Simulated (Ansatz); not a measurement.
Species: C3H7, SMILES `[CH2]CC` (charge 0, multiplicity 2).

Question: Give a relaxed geometry from PBE0-D4/def2-TZVP (Ansatz, a program for electronic structure).

Answer: One answer among several that fit: the end point of this relaxation, one of several conformers (outside a Z-matrix the atoms follow the SMILES, hydrogens last).
Bonds (Å): C1–C2 1.482, C1–H4 1.083, C1–H5 1.083, C2–C3 1.534, C2–H6 1.095, C2–H7 1.095, C3–H8 1.093, C3–H9 1.092, C3–H10 1.092. Bond angles (°): C2–C1–H4 120.9, C2–C1–H5 120.9, H4–C1–H5 117.5, C1–C2–C3 113.0, C1–C2–H6 109.9, C1–C2–H7 109.9, C3–C2–H6 108.6, C3–C2–H7 108.6, H6–C2–H7 106.6, C2–C3–H8 110.9, C2–C3–H9 110.9, C2–C3–H10 110.9, H8–C3–H9 108.1, H8–C3–H10 108.1, H9–C3–H10 107.7.
